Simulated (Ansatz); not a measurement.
The input, for Ansatz 0.2.0:

```yaml
crystal:
  periodic: [false, false, false]
  atoms:
    - {symbol: C, position_ang: [0.000000, -0.475948, 1.772238]}
    - {symbol: C, position_ang: [0.000000, 0.653827, 1.174711]}
    - {symbol: Ge, position_ang: [0.000000, -0.029412, -0.487265]}
basis:
  gaussian: {orbitals: cc-pVDZ}
magnetization: {spin_polarized: false, initial_magnetization: 2}
correlation: {method: ccsdt_q, electrons: outside_noble_gas}
```

```sh
$ ansatz run in.yaml --threads 2 --pin off --events-out ev --progress --plain --max-ram 24576MiB --backend cuda --devices 0, --max-vram 18GiB
```

Log:

```
1068 factors; integrals over basis functions are off by at most 1.5e-7 eV
mean field evaluation 1: about -58524.3914 eV, gradient 2.0e1 eV
mean field evaluation 2: about -58524.5239 eV, gradient 2.0e1 eV
mean field evaluation 4: about -58526.6004 eV, gradient 2.4e0 eV
mean field evaluation 8: about -58526.9237 eV, gradient 1.7e0 eV
mean field evaluation 16: about -58527.0876 eV, gradient 6.4e-3 eV
mean field evaluation 32: about -58526.9437 eV, gradient 1.1e0 eV
mean field evaluation 64: about -58527.0877 eV, gradient 8.1e-6 eV
mean field evaluation 96: about -58526.8752 eV, gradient 3.3e-2 eV
mean field evaluation 128: about -58526.8251 eV, gradient 1.8e-5 eV
mean field evaluation 160: about -58526.6595 eV, gradient 5.2e-1 eV
...
cycle  19  -9.35202417 eV  change   -4.0e-5 eV  update   4.5e-5
cycle  20  -9.35198041 eV  change    4.4e-5 eV  update   3.0e-5
cycle  21  -9.35198056 eV  change   -1.5e-7 eV  update   2.1e-5
cycle  22  -9.35197143 eV  change    9.1e-6 eV  update   1.4e-5
cycle  23  -9.35196517 eV  change    6.3e-6 eV  update   9.8e-6
cycle  24  -9.35196938 eV  change   -4.2e-6 eV  update   6.4e-6
cycle  25  -9.35197189 eV  change   -2.5e-6 eV  update   4.7e-6
cycle  26  -9.35197091 eV  change    9.8e-7 eV  update   3.1e-6
cycle  27  -9.35197327 eV  change   -2.4e-6 eV  update   2.1e-6
cycle  28  -9.35197314 eV  change    1.3e-7 eV  update   1.4e-6
perturbative correction -0.05478619 eV, -0.0020133552 hartree
Total energy: -58536.61838420 eV, -2151.1810480744 hartree
```

Ran on 2 threads of AMD EPYC 7R13 with a shared H100 80 GB, shared host: 52 s wall, 0.84 GiB peak host memory.
